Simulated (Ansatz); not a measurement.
A nudged elastic band was laid between two geometries of H2O + H4Si (8 atoms, charge 0, multiplicity 1).

Theory: RKS PBE-D4/def2-SVP in Ansatz.

```
movable images  : 5
climbing image  : yes
spring          : 5.0 eV/Å²
optimiser       : quadratic models (default)
start path      : through a guess of the saddle point
force threshold : 0.03 eV/Å
iteration limit : 60
end points      : relaxed
```

Initial state:

```xyz
8
Properties=species:S:1:pos:R:3
Si 0.355 0.042 -0.126
H 0.381 -0.090 1.372
H 1.787 0.001 -0.599
H -0.252 1.342 -0.552
H -0.353 -1.133 -0.740
O -2.480 0.055 0.897
H -2.558 -0.898 0.700
H -2.144 0.052 1.812
```

Final state:

```xyz
8
Properties=species:S:1:pos:R:3
Si -0.245 -0.043 -0.788
H -1.027 0.343 3.398
H 1.063 -0.526 -0.210
H -0.158 1.424 -1.084
H -0.493 -0.803 -2.068
O -1.525 -0.210 0.299
H -1.719 -1.122 0.577
H -1.158 0.308 2.639
```

Question: Which bonds break or form, and what moves?

Answer: Bonds broken: Si1–H2, O6–H8. Bonds formed: Si1–O6, H2–H8. H2O + H4Si becomes H2 + H4OSi.

Question: What energy profile does the band end with?

Answer: The run converged. The highest image is number 2 of 0 to 6, 1.39 eV above the first end and 1.81 eV above the last; the last end lies 0.42 eV below the first. Neighbouring images differ by up to 1.3 eV, so the band resolves the path poorly. A vibrational analysis at the climbing image gives one clearly imaginary mode, 1099i cm⁻¹: a first-order saddle point. The orbitals stay closed-shell, which can raise the energy where a bond breaks towards radicals; this wasn't checked here.

```tsv
image	path coordinate (Å)	energy (eV)	Si1–H2 (Å)	O6–H8 (Å)	Si1–O6 (Å)
0	0.00	0.00	1.50	0.98	3.01
1	1.30	0.24	1.51	0.98	2.90
2	2.60	1.39	1.78	1.14	1.93
3	3.44	0.05	2.36	1.79	1.72
4	4.29	-0.38	3.16	2.31	1.69
5	5.13	-0.42	3.82	2.42	1.69
6	5.97	-0.42	4.28	2.42	1.69
```

Question: What is the geometry of the highest image?

Answer: 
```xyz
8
Properties=species:S:1:pos:R:3
Si -0.218 0.079 -0.138
H -0.166 0.670 1.535
H 1.081 -0.633 0.141
H -0.060 1.475 -0.668
H -0.761 -0.701 -1.332
O -1.864 -0.341 0.787
H -2.100 -1.292 0.863
H -1.173 0.114 1.575
```

The run took 2.2 min on 1 thread of Arm Neoverse V2, on a shared host, peak memory 0.1 GiB.
